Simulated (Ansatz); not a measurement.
# SiHO2+ (SMILES O=[Si]=[OH+]): functionals against CCSD(T) at one geometry

The atoms stand at a structure displaced at random from a GFN2-xTB minimum. How far do the functionals agree with CCSD(T) there?

Program: Ansatz 0.2.0, Gaussian basis. Level of theory: single points in def2-TZVPP. These are calculated values, not measurements.

Correlated methods freeze the cores.

### 1 The starting structure

SMILES `O=[Si]=[OH+]`, 4 atoms, charge 1, spin multiplicity 1.

Atoms are counted from 1 here; the program's logs count them from 0.

Bond lengths: O1–Si2 1.445 Å, Si2–O3 1.537 Å, O3–H4 0.968 Å. Angles: O1–Si2–O3 177.8°, Si2–O3–H4 173.1°.

As a file:

```xyz
4

O    -1.9607    0.7273   -0.0173
Si   -0.6093    0.2158    0.0009
O     0.8479   -0.2742    0.0029
H     1.7231   -0.6857    0.0397
```

### 2 CCSD(T)/def2-TZVPP

The input, run/in.yaml:

```yaml
crystal:
  periodic: [false, false, false]
  atoms:
    - {symbol: O, position_ang: [-1.960700, 0.727300, -0.017300]}
    - {symbol: Si, position_ang: [-0.609300, 0.215800, 0.000900]}
    - {symbol: O, position_ang: [0.847900, -0.274200, 0.002900]}
    - {symbol: H, position_ang: [1.723100, -0.685700, 0.039700]}
basis:
  gaussian: {orbitals: def2-TZVPP}
total_charge: 1
correlation: {method: ccsd_t}
output: {forces: true}
```

The command line of these runs was not kept.

### 3 PBE0-D4/def2-TZVPP

Edit run/in.yaml of step 2 so:

```diff
@@ -10,3 +10,3 @@
 total_charge: 1
-correlation: {method: ccsd_t}
-output: {forces: true}
+hamiltonian: {xc: pbe0, dispersion: d4}
+output: {forces: true, orbitals: {seedname: orbitals}}
```

### 4 wB97M-V/def2-TZVPP

Edit run/in.yaml of step 3 so:

```diff
@@ -10,3 +10,3 @@
 total_charge: 1
-hamiltonian: {xc: pbe0, dispersion: d4}
-output: {forces: true, orbitals: {seedname: orbitals}}
+hamiltonian: {xc: {name: wB97M-V}}
+output: {forces: true}
```

### 5 r2SCAN-D4/def2-TZVPP

Edit run/in.yaml of step 4 so:

```diff
@@ -10,3 +10,3 @@
 total_charge: 1
-hamiltonian: {xc: {name: wB97M-V}}
+hamiltonian: {xc: r2scan, dispersion: d4}
 output: {forces: true}
```

### 6 PBE-D4/def2-TZVPP

Edit run/in.yaml of step 5 so:

```diff
@@ -10,3 +10,3 @@
 total_charge: 1
-hamiltonian: {xc: r2scan, dispersion: d4}
+hamiltonian: {xc: pbe, dispersion: d4}
 output: {forces: true}
```

### 7 BHLYP-D4/def2-TZVPP

Edit run/in.yaml of step 6 so:

```diff
@@ -10,3 +10,3 @@
 total_charge: 1
-hamiltonian: {xc: pbe, dispersion: d4}
+hamiltonian: {xc: {name: BHLYP}, dispersion: d4}
 output: {forces: true}
```

### 8 LC-wPBE/def2-TZVPP

Edit run/in.yaml of step 7 so:

```diff
@@ -10,3 +10,3 @@
 total_charge: 1
-hamiltonian: {xc: {name: BHLYP}, dispersion: d4}
+hamiltonian: {xc: {name: LC-wPBE}}
 output: {forces: true}
```

(Steps that only read results are left out.)

Before running it: what results should come out? Wanted: energy less free atoms, CCSD(T)/def2-TZVPP; RMS force component; RMS force error; HOMO and LUMO, PBE0-D4; T1 diagnostic.

As calculated:

| quantity | value |
| --- | --- |
| energy less free atoms, CCSD(T)/def2-TZVPP | -565.7 kJ/mol |
| RMS force component | 1.539 to 2.037 eV/Å over the methods |
| RMS force error | PBE0-D4 0.343, wB97M-V 0.346, r2SCAN-D4 0.213, PBE-D4 0.199, BHLYP-D4 0.694, LC-wPBE 0.508 eV/Å |
| HOMO and LUMO, PBE0-D4 | -16.95 and -10.43 eV |
| T1 diagnostic | 0.022 |

Against CCSD(T) the functionals' energies less atoms differ by -102.3 to +71.0 kJ/mol, PBE-D4 by -102.3 kJ/mol. The reference is not at the basis limit: in triple zeta CCSD(T) underbinds, which counts against methods that bind more; the gaps are no ranking. On forces the order runs from PBE-D4 to BHLYP-D4. Frozen-core CCSD(T) forces in triple zeta carry basis errors of their own, and this is one geometry, so small gaps rank nothing.
